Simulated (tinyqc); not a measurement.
Worked calculation (part 1 of 2): RKS/LDA (VWN5) in the sto-3g basis, for H2F+, spin multiplicity 1. Computed by tinyqc, a small Python program that keeps every step (integrals from PySCF). Settings: charge = 1, multiplicity = 1, basis = sto-3g, energy threshold = 1e-08, iteration cap = 77, orthogonalisation = canonical, start = random, DIIS depth = 3, DIIS from iteration = 2, method = RKS, functional = lda,vwn, grid = [10, 26]. Command: `OMP_NUM_THREADS=1 python tinyqc.py 23561 23562 out.jsonl` (the two numbers bound the seeds that draw the settings). One thread of a shared host (Intel(R) Xeon(R) Processor @ 2.60GHz), about 0.5 s of CPU time with the checks. Later iterations appear only in the table of the cycle.

## One-electron integrals

Geometry (angstrom):

| atom | x | y | z |
|---|---|---|---|
| F | 0.000000 | 0.000000 | 0.000000 |
| H | 0.000000 | 0.836000 | 0.582000 |
| H | 0.000000 | -0.836000 | 0.582000 |

Basis sto-3g: exponents (1/bohr^2) and contraction coefficients of normalised primitives:

| element | l (shell) | exponent | coefficient |
|---|---|---|---|
| F | s (1) | 166.679130 | 0.154329 |
| F | s (1) | 30.360812 | 0.535328 |
| F | s (1) | 8.216821 | 0.444635 |
| F | s (2) | 6.464803 | -0.099967 |
| F | s (2) | 1.502281 | 0.399513 |
| F | s (2) | 0.488588 | 0.700115 |
| F | p (3) | 6.464803 | 0.155916 |
| F | p (3) | 1.502281 | 0.607684 |
| F | p (3) | 0.488588 | 0.391957 |
| H | s (1) | 3.425251 | 0.154329 |
| H | s (1) | 0.623914 | 0.535328 |
| H | s (1) | 0.168855 | 0.444635 |

Overlap, kinetic and nuclear-attraction integrals over the contracted functions; the nuclear repulsion is the sum of Za Zb / Rab.

nuclear repulsion = 9.66741634 hartree

overlap S:
```
           1F 1s     1F 2s    1F 2px     1F 2py    1F 2pz     2H 1s      3H 1s
1F 1s   1.000000  0.237990  0.000000   0.000000  0.000000  0.038800   0.038800
1F 2s   0.237990  1.000000  0.000000   0.000000  0.000000  0.383642   0.383642
1F 2px  0.000000  0.000000  1.000000   0.000000  0.000000  0.000000   0.000000
1F 2py  0.000000  0.000000  0.000000   1.000000  0.000000  0.256726  -0.256726
1F 2pz  0.000000  0.000000  0.000000   0.000000  1.000000  0.178725   0.178725
2H 1s   0.038800  0.383642  0.000000   0.256726  0.178725  1.000000   0.199536
3H 1s   0.038800  0.383642  0.000000  -0.256726  0.178725  0.199536   1.000000
```

kinetic energy T (hartree):
```
            1F 1s      1F 2s    1F 2px     1F 2py    1F 2pz      2H 1s      3H 1s
1F 1s   36.984577  -0.212858  0.000000   0.000000  0.000000  -0.005451  -0.005451
1F 2s   -0.212858   1.037995  0.000000   0.000000  0.000000   0.080655   0.080655
1F 2px   0.000000   0.000000  3.248015   0.000000  0.000000   0.000000   0.000000
1F 2py   0.000000   0.000000  0.000000   3.248015  0.000000   0.164753  -0.164753
1F 2pz   0.000000   0.000000  0.000000   0.000000  3.248015   0.114697   0.114697
2H 1s   -0.005451   0.080655  0.000000   0.164753  0.114697   0.760032  -0.001399
3H 1s   -0.005451   0.080655  0.000000  -0.164753  0.114697  -0.001399   0.760032
```

nuclear attraction V (hartree):
```
             1F 1s       1F 2s      1F 2px      1F 2py      1F 2pz      2H 1s      3H 1s
1F 1s   -78.048571   -9.424078    0.000000    0.000000   -0.013944  -1.578128  -1.578128
1F 2s    -9.424078  -12.576503    0.000000    0.000000   -0.170397  -3.653931  -3.653931
1F 2px    0.000000    0.000000  -12.423232    0.000000    0.000000   0.000000   0.000000
1F 2py    0.000000    0.000000    0.000000  -12.544680    0.000000  -2.119008   2.119008
1F 2pz   -0.013944   -0.170397    0.000000    0.000000  -12.482093  -1.523056  -1.523056
2H 1s    -1.578128   -3.653931    0.000000   -2.119008   -1.523056  -6.084434  -1.369533
3H 1s    -1.578128   -3.653931    0.000000    2.119008   -1.523056  -1.369533  -6.084434
```

core Hamiltonian H = T + V (hartree):
```
             1F 1s       1F 2s     1F 2px     1F 2py     1F 2pz      2H 1s      3H 1s
1F 1s   -41.063994   -9.636936   0.000000   0.000000  -0.013944  -1.583580  -1.583580
1F 2s    -9.636936  -11.538507   0.000000   0.000000  -0.170397  -3.573276  -3.573276
1F 2px    0.000000    0.000000  -9.175217   0.000000   0.000000   0.000000   0.000000
1F 2py    0.000000    0.000000   0.000000  -9.296666   0.000000  -1.954255   1.954255
1F 2pz   -0.013944   -0.170397   0.000000   0.000000  -9.234078  -1.408359  -1.408359
2H 1s    -1.583580   -3.573276   0.000000  -1.954255  -1.408359  -5.324402  -1.370933
3H 1s    -1.583580   -3.573276   0.000000   1.954255  -1.408359  -1.370933  -5.324402
```

## Two-electron integrals

Functions are numbered as in S; the eight-fold symmetry (ij|kl) = (ji|kl) = (kl|ij) leaves the list below.

Two-electron integrals (ij|kl) in chemists' order, unique and non-zero (hartree):
```
(11|11) 5.403501    (21|11) 0.841920    (21|21) 0.156299    (22|11) 1.268028
(22|21) 0.292344    (22|22) 0.926167    (31|31) 0.027998    (32|31) 0.043169
(32|32) 0.204588    (33|11) 1.264502    (33|21) 0.292403    (33|22) 0.925959
(33|33) 0.997514    (41|41) 0.027998    (42|41) 0.043169    (42|42) 0.204588
(43|43) 0.053770    (44|11) 1.264502    (44|21) 0.292403    (44|22) 0.925959
(44|33) 0.889973    (44|44) 0.997514    (51|51) 0.027998    (52|51) 0.043169
(52|52) 0.204588    (53|53) 0.053770    (54|54) 0.053770    (55|11) 1.264502
(55|21) 0.292403    (55|22) 0.925959    (55|33) 0.889973    (55|44) 0.889973
(55|55) 0.997514    (61|11) 0.139263    (61|21) 0.025635    (61|22) 0.047642
(61|33) 0.047569    (61|41) 0.000865    (61|42) 0.001620    (61|44) 0.047721
(61|51) 0.000602    (61|52) 0.001128    (61|54) 0.000106    (61|55) 0.047643
(61|61) 0.004248    (62|11) 0.351222    (62|21) 0.082055    (62|22) 0.289856
(62|33) 0.285626    (62|41) 0.004592    (62|42) 0.035762    (62|44) 0.293984
(62|51) 0.003197    (62|52) 0.024897    (62|54) 0.005819    (62|55) 0.289677
(62|61) 0.013654    (62|62) 0.111480    (63|31) 0.008608    (63|32) 0.050935
(63|43) 0.007538    (63|53) 0.005248    (63|63) 0.016559    (64|11) 0.195648
(64|21) 0.046297    (64|22) 0.175067    (64|33) 0.167569    (64|41) 0.010873
(64|42) 0.071428    (64|44) 0.187506    (64|51) 0.001577    (64|52) 0.014266
(64|54) 0.008632    (64|55) 0.169925    (64|61) 0.008029    (64|62) 0.082559
(64|64) 0.077236    (65|11) 0.136205    (65|21) 0.032231    (65|22) 0.121876
(65|33) 0.116657    (65|41) 0.001577    (65|42) 0.014266    (65|44) 0.120041
(65|51) 0.009706    (65|52) 0.060867    (65|54) 0.009894    (65|55) 0.128792
(65|61) 0.005590    (65|62) 0.057475    (65|64) 0.042242    (65|65) 0.045967
(66|11) 0.504224    (66|21) 0.119737    (66|22) 0.487739    (66|33) 0.471017
(66|41) 0.008453    (66|42) 0.092631    (66|44) 0.504429    (66|51) 0.005885
(66|52) 0.064487    (66|54) 0.023261    (66|55) 0.487210    (66|61) 0.020054
(66|62) 0.239989    (66|64) 0.206512    (66|65) 0.143768    (66|66) 0.774606
(71|11) 0.139263    (71|21) 0.025635    (71|22) 0.047642    (71|33) 0.047569
(71|41) -0.000865   (71|42) -0.001620   (71|44) 0.047721    (71|51) 0.000602
(71|52) 0.001128    (71|54) -0.000106   (71|55) 0.047643    (71|61) 0.004192
(71|62) 0.013278    (71|64) 0.007169    (71|65) 0.005440    (71|66) 0.019336
(71|71) 0.004248    (72|11) 0.351222    (72|21) 0.082055    (72|22) 0.289856
(72|33) 0.285626    (72|41) -0.004592   (72|42) -0.035762   (72|44) 0.293984
(72|51) 0.003197    (72|52) 0.024897    (72|54) -0.005819   (72|55) 0.289677
(72|61) 0.013278    (72|62) 0.091373    (72|64) 0.046480    (72|65) 0.045715
(72|66) 0.161083    (72|71) 0.013654    (72|72) 0.111480    (73|31) 0.008608
(73|32) 0.050935    (73|43) -0.007538   (73|53) 0.005248    (73|63) 0.013137
(73|73) 0.016559    (74|11) -0.195648   (74|21) -0.046297   (74|22) -0.175067
(74|33) -0.167569   (74|41) 0.010873    (74|42) 0.071428    (74|44) -0.187506
(74|51) -0.001577   (74|52) -0.014266   (74|54) 0.008632    (74|55) -0.169925
(74|61) -0.007169   (74|62) -0.046480   (74|64) -0.010865   (74|65) -0.022775
(74|66) -0.073568   (74|71) -0.008029   (74|72) -0.082559   (74|74) 0.077236
(75|11) 0.136205    (75|21) 0.032231    (75|22) 0.121876    (75|33) 0.116657
(75|41) -0.001577   (75|42) -0.014266   (75|44) 0.120041    (75|51) 0.009706
(75|52) 0.060867    (75|54) -0.009894   (75|55) 0.128792    (75|61) 0.005440
(75|62) 0.045715    (75|64) 0.022775    (75|65) 0.035732    (75|66) 0.089085
(75|71) 0.005590    (75|72) 0.057475    (75|74) -0.042242   (75|75) 0.045967
(76|11) 0.124679    (76|21) 0.029428    (76|22) 0.113889    (76|33) 0.111710
(76|44) 0.113848    (76|51) 0.001800    (76|52) 0.017122    (76|55) 0.115987
(76|61) 0.004848    (76|62) 0.044040    (76|64) 0.028462    (76|65) 0.025918
(76|66) 0.101978    (76|71) 0.004848    (76|72) 0.044040    (76|74) -0.028462
(76|75) 0.025918    (76|76) 0.021790    (77|11) 0.504224    (77|21) 0.119737
(77|22) 0.487739    (77|33) 0.471017    (77|41) -0.008453   (77|42) -0.092631
(77|44) 0.504429    (77|51) 0.005885    (77|52) 0.064487    (77|54) -0.023261
(77|55) 0.487210    (77|61) 0.019336    (77|62) 0.161083    (77|64) 0.073568
(77|65) 0.089085    (77|66) 0.313013    (77|71) 0.020054    (77|72) 0.239989
(77|74) -0.206512   (77|75) 0.143768    (77|76) 0.101978    (77|77) 0.774606
```

## Orthogonalisation

S = U s U^T; canonical form X = U s^(-1/2), so that X^T S X = 1. Each column of U has its largest component positive (the first on a tie).

eigenvalues of S: 0.459324  0.523709  0.899635  1.000000  1.088684  1.276755  1.751892

X:
```
                1          2          3         4          5          6         7
1F 1s   -0.371369   0.000000   0.718357  0.000000  -0.616426   0.000000  0.183093
1F 2s    1.046603   0.000000  -0.240553  0.000000  -0.281440   0.000000  0.452414
1F 2px   0.000000   0.000000   0.000000  1.000000   0.000000   0.000000  0.000000
1F 2py   0.000000   0.837707   0.000000  0.000000   0.000000   0.703836  0.000000
1F 2pz   0.411423   0.000000   0.681491  0.000000   0.639531   0.000000  0.183766
2H 1s   -0.622314  -0.777080  -0.191349  0.000000   0.158669   0.379375  0.386549
3H 1s   -0.622314   0.777080  -0.191349  0.000000   0.158669  -0.379375  0.386549
```

## Starting guess

The start is random orthonormal orbitals; D = 2 C_occ C_occ^T.

D at the start:
```
            1F 1s      1F 2s     1F 2px     1F 2py     1F 2pz      2H 1s      3H 1s
1F 1s    1.982340  -0.452128   0.229297   0.349449  -0.366470   0.118791   0.170759
1F 2s   -0.452128   2.467716  -0.212878  -0.508363   0.479035  -1.068953  -1.437693
1F 2px   0.229297  -0.212878   1.652841  -0.510213   0.498788   0.035425  -0.010399
1F 2py   0.349449  -0.508363  -0.510213   1.505952   0.615165  -0.815386   0.411778
1F 2pz  -0.366470   0.479035   0.498788   0.615165   1.335921  -0.563515  -0.703095
2H 1s    0.118791  -1.068953   0.035425  -0.815386  -0.563515   2.617335  -0.542566
3H 1s    0.170759  -1.437693  -0.010399   0.411778  -0.703095  -0.542566   1.853302
```

## Iteration 1: exchange-correlation on the grid

Becke grid with 10 radial and 26 angular points per atom, points of zero weight dropped. rho = sum D_ij phi_i phi_j; V_xc,ij = sum w v_xc phi_i phi_j; v_xc is d(rho eps)/d rho.

The 16 grid points with the largest w rho, of 776 (bohr, atomic units):

| x | y | z | w | rho | eps_xc | v_xc |
|---|---|---|---|---|---|---|
| -1.190694 | 0.000000 | 0.000000 | 0.542208 | 0.271769 | -0.539426 | -0.706742 |
| -0.663242 | 0.000000 | 0.000000 | 0.111657 | 1.232795 | -0.865268 | -1.137660 |
| 0.000000 | -0.663242 | 0.000000 | 0.109889 | 1.247689 | -0.868546 | -1.142000 |
| 0.000000 | -0.841948 | -0.841948 | 0.431381 | 0.315246 | -0.564856 | -0.740319 |
| 0.468983 | -0.468983 | 0.000000 | 0.088999 | 1.423214 | -0.905319 | -1.190704 |
| -0.841948 | 0.000000 | -0.841948 | 0.434583 | 0.288990 | -0.549808 | -0.720448 |
| 0.000000 | -0.468983 | -0.468983 | 0.089311 | 1.401494 | -0.900940 | -1.184905 |
| 1.190694 | 0.000000 | 0.000000 | 0.542208 | 0.217811 | -0.503675 | -0.659558 |
| 0.841948 | -0.841948 | 0.000000 | 0.388043 | 0.296739 | -0.554342 | -0.726435 |
| -0.687448 | -0.687448 | -0.687448 | 0.364672 | 0.312615 | -0.563387 | -0.738379 |
| -0.468983 | 0.000000 | -0.468983 | 0.089332 | 1.270482 | -0.873511 | -1.148575 |
| 0.663242 | 0.000000 | 0.000000 | 0.111657 | 1.013367 | -0.813539 | -1.069167 |
| 0.468983 | 0.000000 | 0.468983 | 0.089201 | 1.247493 | -0.868503 | -1.141943 |
| 0.000000 | 0.000000 | 0.663242 | 0.111195 | 0.979643 | -0.804934 | -1.057777 |
| -0.382923 | -0.382923 | -0.382923 | 0.075361 | 1.387153 | -0.898025 | -1.181043 |
| 0.687448 | -0.687448 | -0.687448 | 0.364672 | 0.282418 | -0.545897 | -0.715284 |

electrons on the grid, sum of w rho = 9.930685

E_xc = sum of w rho eps_xc = -9.18181291 hartree

V_xc (hartree):
```
            1F 1s      1F 2s     1F 2px     1F 2py     1F 2pz      2H 1s      3H 1s
1F 1s   -3.121502  -0.447725  -0.002091   0.000570   0.005344  -0.074636  -0.074737
1F 2s   -0.447725  -0.840216   0.019433   0.043460  -0.010300  -0.251486  -0.251585
1F 2px  -0.002091   0.019433  -0.846172   0.031697  -0.030360   0.006039  -0.002014
1F 2py   0.000570   0.043460   0.031697  -0.826155  -0.041256  -0.150531   0.158443
1F 2pz   0.005344  -0.010300  -0.030360  -0.041256  -0.818726  -0.117064  -0.102331
2H 1s   -0.074636  -0.251486   0.006039  -0.150531  -0.117064  -0.536374  -0.095278
3H 1s   -0.074737  -0.251585  -0.002014   0.158443  -0.102331  -0.095278  -0.482680
```

## Iteration 1: building the Kohn-Sham matrix

J_ij = sum D_kl (ij|kl); F = H + J + V_xc; E = tr D H + tr D J / 2 + E_xc + E_nn.

Coulomb J (hartree):
```
            1F 1s      1F 2s     1F 2px     1F 2py    1F 2pz      2H 1s      3H 1s
1F 1s   18.376534   3.474894  -0.005109  -0.022905  0.001058   0.569501   0.571159
1F 2s    3.474894   8.589709  -0.064758  -0.134536  0.120722   2.718261   2.721009
1F 2px  -0.005109  -0.064758   8.578550  -0.054178  0.053903  -0.019295  -0.004226
1F 2py  -0.022905  -0.134536  -0.054178   8.610489  0.084002   1.648083  -1.676939
1F 2pz   0.001058   0.120722   0.053903   0.084002  8.555433   1.209666   1.174547
2H 1s    0.569501   2.718261  -0.019295   1.648083  1.209666   5.129033   1.106485
3H 1s    0.571159   2.721009  -0.004226  -1.676939  1.174547   1.106485   4.929601
```

Kohn-Sham matrix F (hartree):
```
             1F 1s      1F 2s     1F 2px     1F 2py     1F 2pz      2H 1s      3H 1s
1F 1s   -25.808962  -6.609766  -0.007200  -0.022335  -0.007542  -1.088715  -1.087157
1F 2s    -6.609766  -3.789014  -0.045325  -0.091076  -0.059975  -1.106501  -1.103852
1F 2px   -0.007200  -0.045325  -1.442840  -0.022481   0.023542  -0.013257  -0.006240
1F 2py   -0.022335  -0.091076  -0.022481  -1.512332   0.042746  -0.456703   0.435759
1F 2pz   -0.007542  -0.059975   0.023542   0.042746  -1.497371  -0.315757  -0.336143
2H 1s    -1.088715  -1.106501  -0.013257  -0.456703  -0.315757  -0.731743  -0.359726
3H 1s    -1.087157  -1.103852  -0.006240   0.435759  -0.336143  -0.359726  -0.877480
```

total energy of this density = -92.03526562 hartree

## Iteration 1: diagonalisation and new density

Diagonalise F' = X^T F X, C = X C', fill 5 alpha and 5 beta electrons from the bottom; D = 2 C_occ C_occ^T. Each column has its largest component positive (the first on a tie).

F' = X^T F X (hartree):
```
           1          2           3          4           5          6          7
1  -1.568998   0.018412    2.802557  -0.022945   -2.655978  -0.071757   0.488152
2   0.018412  -0.436651    0.043921  -0.013379    0.023697  -0.424884  -0.083679
3   2.802557   0.043921  -11.456951   0.025506   10.436737   0.021960  -5.152166
4  -0.022945  -0.013379    0.025506  -1.442840    0.029157  -0.018485  -0.025034
5  -2.655978   0.023697   10.436737   0.029157  -12.553212   0.058999   5.603054
6  -0.071757  -0.424884    0.021960  -0.018485    0.058999  -1.353853  -0.009818
7   0.488152  -0.083679   -5.152166  -0.025034    5.603054  -0.009818  -4.318443
```

orbital energies (hartree): MO1 -25.819770, MO2 -2.239117, MO3 -1.562255, MO4 -1.456095, MO5 -1.429076, MO6 -0.403935, MO7 -0.220701

coefficients C:
```
              MO1        MO2        MO3        MO4        MO5        MO6        MO7
1F 1s    0.994244  -0.263765   0.008723   0.028117   0.024488   0.078895   0.040891
1F 2s    0.024774   1.025571  -0.023517  -0.115779  -0.101166  -0.526488  -0.288685
1F 2px   0.000335   0.056914   0.243357  -0.348283   0.903446   0.000408   0.004730
1F 2py   0.001149   0.121326   0.690100   0.652132   0.060034   0.291199  -0.438750
1F 2pz   0.002036   0.073639  -0.633910   0.629938   0.409960  -0.276110  -0.167553
2H 1s   -0.005028  -0.020123   0.013528   0.064994   0.016629   0.221518   1.136696
3H 1s   -0.004438   0.001116  -0.088741  -0.042178   0.008874   1.103975  -0.343144
```

D after iteration 1:
```
            1F 1s      1F 2s     1F 2px     1F 2py     1F 2pz      2H 1s      3H 1s
1F 1s    2.119117  -0.503633  -0.000451  -0.010067   0.009645   0.005322  -0.012898
1F 2s   -0.503633   2.153206   0.003160   0.053304  -0.047856  -0.060575   0.014215
1F 2px  -0.000451   0.003160   1.999955   0.003914   0.001810  -0.010935   0.002346
1F 2py  -0.010067   0.053304   0.003914   1.839680   0.013778   0.100543  -0.176166
1F 2pz   0.009645  -0.047856   0.001810   0.013778   1.944316   0.075384   0.066791
2H 1s    0.005322  -0.060575  -0.010935   0.100543   0.075384   0.010228  -0.007589
3H 1s   -0.012898   0.014215   0.002346  -0.176166   0.066791  -0.007589   0.019507
```

## Iteration 2: exchange-correlation on the grid

As before.

The 16 grid points with the largest w rho, of 776 (bohr, atomic units):

| x | y | z | w | rho | eps_xc | v_xc |
|---|---|---|---|---|---|---|
| 1.190694 | 0.000000 | 0.000000 | 0.542208 | 0.309850 | -0.561835 | -0.736329 |
| -1.190694 | 0.000000 | 0.000000 | 0.542208 | 0.309565 | -0.561674 | -0.736117 |
| 0.000000 | 0.000000 | -1.190694 | 0.543240 | 0.307481 | -0.560497 | -0.734563 |
| 0.663242 | 0.000000 | 0.000000 | 0.111657 | 1.352110 | -0.890813 | -1.171491 |
| -0.663242 | 0.000000 | 0.000000 | 0.111657 | 1.349934 | -0.890361 | -1.170892 |
| 0.000000 | 0.000000 | -0.663242 | 0.111665 | 1.343734 | -0.889071 | -1.169183 |
| 0.000000 | 0.000000 | 1.190694 | 0.479503 | 0.306751 | -0.560083 | -0.734016 |
| 0.000000 | 0.000000 | 0.663242 | 0.111195 | 1.314969 | -0.883031 | -1.161183 |
| 0.000000 | 0.663242 | 0.000000 | 0.109889 | 1.308913 | -0.881747 | -1.159484 |
| 0.000000 | -0.663242 | 0.000000 | 0.109889 | 1.271502 | -0.873731 | -1.148867 |
| -0.841948 | 0.000000 | -0.841948 | 0.434583 | 0.309231 | -0.561485 | -0.735868 |
| 0.841948 | 0.000000 | -0.841948 | 0.434583 | 0.309154 | -0.561442 | -0.735811 |
| 0.000000 | 0.841948 | -0.841948 | 0.431381 | 0.303220 | -0.558073 | -0.731362 |
| 0.000000 | -0.841948 | -0.841948 | 0.431381 | 0.300707 | -0.556633 | -0.729460 |
| 0.841948 | 0.000000 | 0.841948 | 0.416959 | 0.307316 | -0.560403 | -0.734439 |
| -0.841948 | 0.000000 | 0.841948 | 0.416959 | 0.306998 | -0.560223 | -0.734201 |

electrons on the grid, sum of w rho = 9.945721

E_xc = sum of w rho eps_xc = -10.47350801 hartree

V_xc (hartree):
```
            1F 1s      1F 2s     1F 2px     1F 2py     1F 2pz      2H 1s      3H 1s
1F 1s   -3.199780  -0.467784  -0.000016  -0.000335   0.000371  -0.078080  -0.078048
1F 2s   -0.467784  -0.939921  -0.000070  -0.001042  -0.001247  -0.263119  -0.264560
1F 2px  -0.000016  -0.000070  -0.932458  -0.000088  -0.000040   0.000007  -0.000007
1F 2py  -0.000335  -0.001042  -0.000088  -0.926287   0.000171  -0.147695   0.149681
1F 2pz   0.000371  -0.001247  -0.000040   0.000171  -0.930317  -0.104275  -0.105613
2H 1s   -0.078080  -0.263119   0.000007  -0.147695  -0.104275  -0.308593  -0.084977
3H 1s   -0.078048  -0.264560  -0.000007   0.149681  -0.105613  -0.084977  -0.324983
```
